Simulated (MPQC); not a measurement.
**BH5O (B(H2O)H3): UHF/4-31G (Cartesian functions)**

What is the energy change on altering one bond length of BH5O (B(H2O)H3) at UHF/4-31G (Cartesian functions)? 

The calculation is run with MPQC 2.3.1.

9 further runs of the same task are left out: 3 that didn't finish, 6 set aside as unsound or not needed.

**1. The system as given**

The species is BH5O (7 atoms), meant as a singlet with charge 0. As SMILES, `[H]B([H])([H])<-O`. The coordinates come from a GFN2-xTB relaxation.

Bond lengths: B1–O2 1.700 Å, O2–H3 0.963 Å, O2–H4 0.962 Å, B1–H5 1.182 Å, B1–H6 1.191 Å, B1–H7 1.182 Å. Angles: B1–O2–H3 102.2°, B1–O2–H4 102.2°, O2–B1–H5 103.7°, O2–B1–H6 104.3°, O2–B1–H7 103.7°, H3–O2–H4 109.6°, H5–B1–H6 114.2°, H5–B1–H7 114.8°, H6–B1–H7 114.2°.

**2. The energy at UHF/4-31G (Cartesian functions)**

Input file job.in:

```
% BH5O
molecule<Molecule>: (
  symmetry = c1
  unit = angstrom
  { atoms geometry } = {
    B  [ 0.067800    -0.111690    -0.668890 ]
    O  [ 0.100820    -0.146640     1.030730 ]
    H  [ -0.836060    -0.142600     1.252490 ]
    H  [ 0.486320     0.708910     1.244780 ]
    H  [ 1.210120    -0.068530    -0.970290 ]
    H  [ -0.544260     0.876330    -0.930190 ]
    H  [ -0.484730    -1.115770    -0.958620 ]
  }
)
basis<GaussianBasisSet>: (
  name = "4-31G"
  molecule = $:molecule
  puream = no
)
mpqc: (
  checkpoint = no
  savestate = no
  restart = no
  do_energy = yes
  do_gradient = no
  optimize = no
  mole<UHF>: (
    molecule = $:molecule
    basis = $:basis
    total_charge = 0
    multiplicity = 1
    memory = 1000000000
    print_evals = yes
    print_npa = yes
    maxiter = 60
    guess_wavefunction<UHF>: (
      molecule = $:molecule
      total_charge = 0
      multiplicity = 1
      memory = 1000000000
      value_accuracy = 1e-3
      basis<GaussianBasisSet>: (
        name = "STO-3G"
        molecule = $:molecule
      )
    )
  )
)
```

Started as:

```sh
mpqc job.in > job.out
```

Output, shortened:

```text
MPQC: Massively Parallel Quantum Chemistry
[...]
  <S^2>      = -0.000000
  total scf energy = -102.2714371482
Value of the MolecularEnergy: -102.2714371482
[...]
      symmetry = c1
[...]
      nbasis = 28
[...]
    nalpha = 9
    nbeta = 9
[...]
```

Wall time 0.7 s (1 thread of Intel Xeon at 2.50GHz (Skylake/Cascade Lake), shared host); peak memory 0.26 GiB.

**3. The distorted shape at the same level**

Input file job.in:

```
% BH5O
molecule<Molecule>: (
    symmetry = c1
    unit = angstrom
    { atoms geometry } = {
        B  [ -0.846093      -0.146219      -0.427760 ]
        O  [ -0.813073      -0.181169       1.271860 ]
        H  [ -1.749953      -0.177129       1.493620 ]
        H  [ -0.427573       0.674381       1.485910 ]
        H  [ 1.210120      -0.068530      -0.970290 ]
        H  [ -1.458153       0.841801      -0.689060 ]
        H  [ -1.398623      -1.150299      -0.717490 ]
    }
)
basis<GaussianBasisSet>: (
    name = "4-31G"
    molecule = $:molecule
    puream = no
)
mpqc: (
    checkpoint = no
    savestate = no
    restart = no
    do_energy = yes
    do_gradient = no
    optimize = no
    mole<UHF>: (
        molecule = $:molecule
        basis = $:basis
        total_charge = 0
        multiplicity = 1
        memory = 1000000000
        print_evals = yes
        print_npa = yes
        maxiter = 60
        guess_wavefunction<UHF>: (
            molecule = $:molecule
            total_charge = 0
            multiplicity = 1
            memory = 1000000000
            value_accuracy = 1e-3
            basis<GaussianBasisSet>: (
                name = "STO-3G"
                molecule = $:molecule
            )
        )
    )
)
```

Started as:

```sh
mpqc job.in > job.out
```

Output, shortened:

```text
MPQC: Massively Parallel Quantum Chemistry
[...]
  <S^2>      = -0.000000
  total scf energy = -102.1565030237
Value of the MolecularEnergy: -102.1565030237
[...]
      symmetry = c1
[...]
      nbasis = 28
[...]
    nalpha = 9
    nbeta = 9
[...]
```

Run time: 0.8 s. Hardware: 1 thread of Intel Xeon at 2.50GHz (Skylake/Cascade Lake), shared host; peak memory 0.26 GiB.

**4. What came out**

Level: UHF/4-31G (Cartesian functions).

| quantity | value |
| --- | --- |
| first shape: total energy | -102.27144 Eh |
| distorted shape: total energy | -102.15650 Eh |
| energy change with the B1–H5 bond stretched from 1.182 to 2.128 Å | 3.128 eV |

What this shows: With the B1–H5 bond stretched from 1.182 to 2.128 Å the energy rises by 3.13 eV (302 kJ/mol). The first shape isn't relaxed at this level, so the change isn't measured from a minimum.
